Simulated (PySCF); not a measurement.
**SiNH4F (SMILES N[SiH2]F): a first try and a second**

Wanted: localised orbitals of SiNH4F, AM05/aug-pc-2 (Coulomb fitting set, COSMO water).

The calculation is run with PySCF 2.14.0.

4 further runs of the same task are left out: 1 that didn't finish, 3 set aside as unsound or not needed.

## Step 1: The molecule

The species is SiNH4F (7 atoms), meant as a singlet with charge 0. As SMILES, `N[SiH2]F`. Geometry: relaxed at PBE0-D4/def2-TZVP. This is one conformer, not always the lowest.

Bond lengths: N1–Si2 1.696 Å, Si2–F3 1.605 Å, N1–H4 1.006 Å, N1–H5 1.006 Å, Si2–H6 1.479 Å, Si2–H7 1.479 Å. Angles: N1–Si2–F3 114.6°, N1–Si2–H6 108.3°, N1–Si2–H7 108.3°, F3–Si2–H6 105.8°, F3–Si2–H7 105.8°, Si2–N1–H4 122.0°, Si2–N1–H5 122.0°, H6–Si2–H7 114.0°, H4–N1–H5 111.8°.

## Step 2: The input as first written

The input, calc.py:

```python
# N[SiH2]F
import numpy
from pyscf import gto, dft, lo, solvent

mol = gto.Mole()
mol.atom = '''
N     -1.439026     0.640617    -1.181457
Si     1.003634    -0.218641     0.705624
F      0.973398    -3.125418     1.568095
H     -1.486459     0.198610    -3.030365
H     -3.178897     0.970374    -0.488305
H      0.861526     1.277833     3.062679
H      3.381476     0.128501    -0.722442
'''
mol.spin = 1
mol.unit = 'bohr'
mol.charge = 0
mol.basis = 'aug-pc-2'
mol.max_memory = 1860
mol.verbose = 3
mol.build()

mf = dft.RKS(mol)
mf.xc = 'gga_x_am05,gga_c_am05'
mf = mf.density_fit(auxbasis='def2-universal-jfit')
mf = mf.PCM()
mf.with_solvent.method = 'COSMO'
mf.with_solvent.eps = 78.3553  # water
mf.kernel()

energy = mf.e_tot
print(f'total energy: {energy:.8f} hartree')
occ = mf.mo_coeff[:, 0:mol.nelec[0]]
loc = lo.ibo.ibo(mol, occ)
r1 = numpy.einsum('xij,ip,jp->px', mol.intor('int1e_r'), loc, loc)
spread = numpy.einsum('ij,ip,jp->p', mol.intor('int1e_r2'), loc, loc) - (r1 ** 2).sum(1)
centres = r1 * 0.529177
print('orbital  centre (A)  spread (bohr^2)')
for i, (c, s) in enumerate(zip(centres, spread), 1):
    print('%3d %9.4f %9.4f %9.4f %9.4f' % (i, *c, s))
```

The run is started by

```sh
OMP_NUM_THREADS=1 python calc.py
```

Log:

```text
RuntimeError: Electron number 34 and spin 1 are not consistent
Note mol.spin = 2S = Nalpha - Nbeta, not 2S+1
```

Run time: 0.66 s. Hardware: 1 thread of Arm Neoverse V1, shared host; peak memory 0.11 GiB.

## Step 3: Diagnosis

The input was rejected.

The telling line is `RuntimeError: Electron number 34 and spin 1 are not consistent`. Cause: the electron count doesn't fit the spin or reference typed: an even count needs an odd multiplicity, an odd count an even one. To mend it: multiplicity 1 in place of 2.

## Step 4: Try two

The input, run.py:

```python
# N[SiH2]F
import numpy
from pyscf import gto, dft, lo, solvent

molecule = gto.M(
    atom='''
N     -1.439026     0.640617    -1.181457
Si     1.003634    -0.218641     0.705624
F      0.973398    -3.125418     1.568095
H     -1.486459     0.198610    -3.030365
H     -3.178897     0.970374    -0.488305
H      0.861526     1.277833     3.062679
H      3.381476     0.128501    -0.722442
''',
    basis='aug-pc-2',
    unit='bohr',
    charge=0,
    verbose=3,
    max_memory=1860,
)

myscf = dft.RKS(molecule, xc='gga_x_am05,gga_c_am05')
myscf = myscf.density_fit(auxbasis='def2-universal-jfit')
myscf = myscf.PCM()
myscf.with_solvent.method = 'COSMO'
myscf.with_solvent.eps = 78.3553  # water
myscf.kernel()

e_tot = myscf.e_tot
print('E = %.10f Eh' % e_tot)
occ = myscf.mo_coeff[:, 0:molecule.nelec[0]]
loc = lo.ibo.ibo(molecule, occ)
r1 = numpy.einsum('xij,ip,jp->px', molecule.intor('int1e_r'), loc, loc)
spread = numpy.einsum('ij,ip,jp->p', molecule.intor('int1e_r2'), loc, loc) - (r1 ** 2).sum(1)
centres = r1 * 0.529177
print('orbital  centre (A)  spread (bohr^2)')
for i, (c, s) in enumerate(zip(centres, spread), 1):
    print('%3d %9.4f %9.4f %9.4f %9.4f' % (i, *c, s))
```

The run is started by

```sh
OMP_NUM_THREADS=1 python run.py
```

Log:

```text
WARN: PCM is an experimental feature. It is still in testing.
Features and APIs may be changed in the future.

converged SCF energy = -444.65204950255
E = -444.6520495025 Eh
 Iterative localization: IB/P4/2x2, 8 iter; Final gradient 1.99e-09
orbital  centre (A)  spread (bohr^2)
  1    0.5999   -0.2113    0.4482    0.2723
  2    0.5151   -1.6543    0.8299    0.0539
  3   -0.7617    0.3389   -0.6253    0.0876
  4    0.4068   -0.0798    0.2798    0.3167
  5    0.5353   -0.1256    0.3792    0.0610
  6    0.5831   -0.0454    0.3867    0.3443
  7    0.5310   -0.1159    0.3734    0.3673
  8    0.4919   -1.9168    0.8942    1.3738
  9   -1.2877    0.4369   -0.3925    2.0349
 10   -0.3463    0.1756   -0.2992    2.5206
 11   -0.7563    0.1946   -1.1907    2.0348
 12    0.5246   -1.2585    0.7161    1.4329
 13    0.5328   -1.5904    0.8223    2.0966
 14    0.5170   -1.5914    0.8121    2.1391
 15    0.4746    0.4931    1.3403    3.3214
 16    1.5060    0.0227   -0.2088    3.3211
 17   -0.6483    0.4162   -0.5733    4.0890
```

Run time: 57 s. Hardware: 1 thread of Arm Neoverse V1, shared host; peak memory 0.79 GiB.

## Step 5: Summary of results

At AM05/aug-pc-2 (Coulomb fitting set, COSMO water):

| quantity | value |
| --- | --- |
| total energy | -444.65205 Eh |
| dipole moment | 2.40 D |
| HOMO energy | -6.49 eV |
| LUMO energy | -0.44 eV |
| HOMO–LUMO gap | 6.05 eV |
| solvent term in the energy | -19.8 kJ/mol |
